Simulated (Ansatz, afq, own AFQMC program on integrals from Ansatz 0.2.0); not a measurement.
## SiH$_{2}$O, singlet in cc-pVDZ, levels against CCSDT(Q)

```xyz
4

Si    0.0000   -0.1186    0.6062
O     0.0000    0.1621   -1.0273
H     0.0000    1.3666    0.9807
H     0.0000   -0.6354   -1.5633
```

Connectivity, by distances: SiH–OH.

Basis cc-pVDZ. Noble-gas cores (and the filled d shells of Ga–Kr and In–Xe) are frozen. Ansatz 0.2.0 and our own AFQMC program on the same integrals; the CISD trial comes from CCSD amplitudes, and released means the phaseless constraint is let go. ± is one standard error of the sampling.

Determinant: UHF, the one that the program's search chose, which needn't be the lowest solution. The geometry is a point of a scan.

No full CI on the walks' own integrals is used here; CCSDT(Q) serves as the reference and is uncertain by about the last step of the cluster series.

Cautions: an unrestricted solution with more broken spin lies lower (6 meV, ⟨S²⟩ 0.11), while this determinant keeps restricted orbitals; the released energies are still falling, so no released level is given (meV from the phaseless value at times in 1/Eh: -18 ± 14 at 0.24, 7 ± 14 at 0.51, 7 ± 20 at 0.99, 6 ± 20 at 1.62, -67 ± 28 at 2.40), though the last usable value meets CCSDT(Q) within the noise.

The T1 diagnostic is 0.0181 and the weight of the determinant in the CISD state is 0.878. The ⟨S²⟩ of the determinant is 0.000 and the size of the correlated space is 12 electrons in 36 orbitals.

Reference: CCSDT(Q), correlation energy -8.362 eV.

| level | E − E(reference) (kcal/mol) | share of correlation (%) |
| --- | --- | --- |
| HF | 192.83 | 0.00 |
| MP2 | 20.36 | 89.44 |
| CCSD | 5.49 | 97.15 |
| CCSD(T) | 0.94 | 99.51 |
| CCSDT | 0.54 | 99.72 |
| ph-AFQMC/CISD | 0.61 ± 0.34 | 99.68 |

A walk keeps the symmetry of its determinant, which the program's search chose and which needn't be the lowest solution, so a lower state of the same spin and another symmetry isn't excluded.
